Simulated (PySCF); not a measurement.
sulfur dioxide anion (O2S), SMILES O=S=O (connectivity only; charge and spin as stated), charge -1, multiplicity 2.

Coordinates come from a r2SCAN-D4/def2-TZVPD optimisation. The multiplicity is an assumed one; other spin states were not compared.

Computed with PySCF with B3LYP/def2-TZVPD.

The molecule is in vacuum. A positive occupied level means that this level leaves the electron formally unbound; only the finite basis holds it.

```
Quantity                                                            Value
------------------------------------------------  -----------------------
total energy                                           -548.77601 hartree
point group                                                           C2v
α spin, highest occupied and lowest empty level          0.96 and 4.13 eV
β spin, highest occupied and lowest empty level         -1.81 and 3.69 eV
dipole moment about the centre of nuclear charge                   1.37 D
mean static polarisability                           43.7 bohr³ (6.48 Å³)
polarisability, principal values                   39.1, 42.9, 49.1 bohr³
⟨S²⟩                                              0.756 (pure state 0.75)
```
